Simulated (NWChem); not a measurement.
Everything below was run with NWChem. System: N, charge 0, spin multiplicity 4. Its SCF solution wasn't tested for a lower state. Level: UMP2/def2-TZVP, 1 core orbitals frozen.

Job file:

```
start mol
memory heap 200 mb stack 900 mb global 1100 mb
geometry units angstroms nocenter noautoz
  N      0.000000     0.000000     0.000000
  symmetry group D2h
end
basis spherical
  * library def2-tzvp
end
scf
  uhf
  nopen 3
  maxiter 100
  thresh 1e-7
  semidirect memsize 60000000 filesize 0
  # guess.movecs holds the orbitals of an unrestricted PBE0 run
  vectors input guess.movecs output mol.movecs
end
mp2
  freeze core 1
end
task mp2 energy
```

Output (cleaned and shortened):

```
             Northwest Computational Chemistry Package (NWChem) 7.3.0
             --------------------------------------------------------

                                NWChem Input Module
                                -------------------

 Scaling coordinates for geometry "geometry" by  1.889725989
 (inverse scale =  0.529177249)

                             Geometry "geometry" -> ""
                             -------------------------

 Output coordinates in angstroms (scale by  1.889725989 to convert to a.u.)

  No.       Tag          Charge          X              Y              Z
 ---- ---------------- ---------- -------------- -------------- --------------
    1 N                    7.0000     0.00000000     0.00000000     0.00000000

 Effective nuclear repulsion energy (a.u.)       0.0000000000

            Nuclear Dipole moment (a.u.)
            ----------------------------
        X                 Y               Z
 ---------------- ---------------- ----------------
     0.0000000000     0.0000000000     0.0000000000

      Symmetry information
      --------------------

 Group name             D2h
 Group number             26
 Group order               8
 No. of unique centers     1

      Symmetry unique atoms

     1


 Summary of "ao basis" -> "" (spherical)
 ------------------------------------------------------------------------------
       Tag                 Description            Shells   Functions and Types
 ---------------- ------------------------------  ------  ---------------------
 *                         def2-tzvp                  on all atoms

 Summary of "ao basis" -> "ao basis" (spherical)
 ------------------------------------------------------------------------------
       Tag                 Description            Shells   Functions and Types
 ---------------- ------------------------------  ------  ---------------------
 N                         def2-tzvp                11       31   5s3p2d1f

                                 NWChem SCF Module
                                 -----------------

  ao basis        = "ao basis"
[...]
  AO/Fock/Back tols     =   1.0D-09  1.0D-09  1.0D-09

 GA uses MA = F    GA memory limited = T

 Available:
  local mem=  1.26D+08
 global mem=  1.44D+08
 local disk=  0.00D+00
  mp2_memr nvloc                    26
  nvloc new                    26
   1 passes of   4:        3145728                       7158                    177079.
   1 passes of   4: M    126154738           G      144177278           F     123009010.

 Semi-direct pass number   1 of   1  for UHF alpha       at        0.1s
  vrange nnbf                   496
  mp2_eaftype                    10  avail_ma_in_mb                  1099
 EAF : mp2_eaftype filesize          10      88539.
  mp2_eaf for mointskh                     10
Node 0 wrote      0.4 Mb in      0.0 s     Agg I/O rate:  1925.0 Mb/s
 Done moints_semi at        0.2s
  mp2_eaftype                    10  avail_ma_in_mb                  1089
 EAF : mp2_eaftype filesize          10      88539.
  mp2_eaf for kh                    10
 Done maket at        0.2s
 Done multipass loop at        0.2s

 GA uses MA = F    GA memory limited = T

 Available:
  local mem=  1.26D+08
 global mem=  1.44D+08
 local disk=  0.00D+00
  mp2_memr nvloc                    29
  nvloc new                    29
   1 passes of   1:        3145728                       3409                     50599.
   1 passes of   1: M    126154738           G      144177278           F     123009010.

 Semi-direct pass number   1 of   1  for UHF beta        at        0.2s
  vrange nnbf                   496
  mp2_eaftype                    10  avail_ma_in_mb                  1099
 EAF : mp2_eaftype filesize          10      25299.
  mp2_eaf for mointskh                     10
Node 0 wrote      0.1 Mb in      0.0 s     Agg I/O rate:  1828.7 Mb/s
 Done moints_semi at        0.3s
  mp2_eaftype                    10  avail_ma_in_mb                  1089
 EAF : mp2_eaftype filesize          10      25299.
  mp2_eaf for kh                    10
 Done maket at        0.3s
 Done multipass loop at        0.3s

          -------------------------------------------
          SCF energy                 -54.402746884581
          Correlation energy          -0.094866766865
          Singlet pairs                0.000000000000
          Triplet pairs                0.000000000000
          Total MP2 energy           -54.497613651445
          -------------------------------------------

          ---------------------------------------------------
                    Spin Component Scaled (SCS) MP2
          Same spin pairs                     -0.028891162487
          Same spin scaling factor             0.333333333333
          Opposite spin pairs                 -0.065975604378
          Opposite spin scaling fact.          1.200000000000
          SCS-MP2 correlation energy          -0.088801112749
          Total SCS-MP2 energy               -54.491547997330
          ---------------------------------------------------

 -----------------------
 Performance information
 -----------------------

 Timer overhead =  1.57D-07 seconds/call

               Nr. of calls         CPU time (s)                 Wall time (s)                GFlops
             ---------------    -------------------     ------------------------------   -------------------
Name         Min   Avg   Max    Min     Avg     Max     Min     Avg     Max   Mx/calls   Min     Max     Sum
mp2: moin     2     2     2   0.13    0.13    0.13     0.13    0.13    0.13    6.58E-2   0.0     0.0     0.0
mp2: make     2     2     2   2.93E-3 2.93E-3 2.93E-3  2.93E-3 2.93E-3 2.93E-3 1.47E-3   0.0     0.0     0.0
mp2: tota     1     1     1   0.17    0.17    0.17     0.17    0.17    0.17    0.17      0.0     0.0     0.0

 The average no. of pstat calls per process was 5.00D+00
 with a timing overhead of 7.84D-07s

 Task  times  cpu:        0.3s     wall:        0.3s

 Total times  cpu:        0.3s     wall:        0.3s
```
